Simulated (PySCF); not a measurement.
C6H9 (doublet state).
Z-matrix (Å and degrees, GFN2-xTB geometry), rows numbered from 1:
```
C 
C   1  1.4557
C   2  1.5335  1  114.92
C   3  1.3295  2   94.66  1  -116.97
C   4  1.4821  3  135.75  2  -179.51
C   4  1.5066  3   94.30  2    -0.09
H   1  1.0735  2  119.62  3    57.64
H   1  1.0725  2  121.39  3  -112.40
H   2  1.0920  1  111.80  3   130.36
H   3  1.0743  2  130.03  1    61.02
H   5  1.0902  4  110.32  3   118.38
H   5  1.0874  4  110.63  3    -2.27
H   5  1.0901  4  110.14  3  -122.92
H   6  1.0883  2  114.16  1    -1.29
H   6  1.0891  2  114.18  1  -128.38
```

The hyperfine couplings belong to this conformer and change with its torsions.

Identity: `[CH2][C@@H]1C=C(C)C1` [radical].

Theory: PySCF 2.14.0, UKS B3LYP, pcH-1 on C H, non-relativistic, mean-field spin-orbit, GIAO. Geometry: GFN2-xTB, one conformer, isolated molecule. A GFN2-xTB geometry isn't a minimum of the functional, and hyperfine couplings can be far from their values at a DFT geometry. No stability test was run, so a lower SCF solution isn't excluded.

(1) Match the computed a_iso(13C) values +98.2, +88.9, +55.4, -35.0, -2.2 MHz with the sites C1; C2; C3; C4; C6.

## Answers

(1) 
| site | a_iso (MHz) | ρ(0) (bohr⁻³) | position | distance from C1 (Å) | spin population | largest \|T\| (MHz) |
| --- | --- | --- | --- | --- | --- | --- |
| C1 | +88.9 | +0.0790 | largest spin population | 0.00 | +1.05 | 157.1 |
| C2 | -35.0 | -0.0312 | 1 bond from C1 | 1.46 | -0.09 | 2.9 |
| C3 | +98.2 | +0.0874 | 2 bonds from C1 | 2.52 | +0.06 | 15.4 |
| C4 | -2.2 | -0.0019 | 3 bonds from C1 | 3.19 | +0.01 | 2.6 |
| C6 | +55.4 | +0.0493 | 2 bonds from C1 | 2.58 | +0.04 | 9.2 |

ρ(0) is the spin density at the nucleus and T the dipolar tensor; entries for several nuclei are means. The largest Mulliken spin populations are on C1 (+1.05) and C2 (-0.09). No atom but C1 exceeds +0.15. The angles at C1 add up to 359.3°, so it is planar; its axial dipolar tensor and the negative couplings of its protons fit spin in a p orbital normal to that plane.

β density exceeds α density at some nuclei, such as C2 (-0.0312), H7/H8 (-0.0135) and C4 (-0.0019), spin density in bohr⁻³. In a single determinant that takes different orbitals for the two spins, that is spin polarisation.

Nuclei that the bonding pattern makes equivalent are averaged, as if the motion that swaps them (rotation, inversion, ring flip) were fast. The three 1H nuclei of mean +2.0 MHz run from -0.4 to 4.9 MHz in the frozen geometry.
